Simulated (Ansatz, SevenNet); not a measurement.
For 1T (CdI2-type) TiSe2 (undistorted form, which takes a superstructure on cooling), the machine-learned potential SevenNet-0 (trained on PBE and PBE+U data) gives:

```
Item                   Value
-------------------  -------
lattice parameter a  3.541 Å
lattice parameter c  6.780 Å
```

### Question
What does HSE06-D3(BJ) (Ansatz, a quantum-chemistry and plane-wave program, PAW) give for the same quantities?

### Answer

- lattice constant a: 3.474 Å (drops by 1.9 %)
- lattice parameter c: 5.792 Å (falls by 15 %)

For comparison: lattice constant a 3.536 Å (measured, temperature not stated, not corrected to a static lattice; as tabulated in Björkman (2014), arXiv:1406.2436); lattice parameter c 5.996 Å (measured, temperature not stated, zero-point anharmonic expansion removed (computed with revB86b-DF2); no thermal correction; as tabulated in Björkman (2014), arXiv:1406.2436).

Changes are worked out from the printed values.

Unless a cell is named, each level is at its own relaxed cell (SevenNet-0 24.54, HSE06-D3(BJ) 20.18 Å³/atom).

Caveats: exact exchange on metals is sensitive to the k mesh and can open a false gap (HSE06-D3(BJ)). Ansatz's density-functional and Hartree–Fock values are scalar-relativistic unless marked +SOC, with PAW data made under PBE.
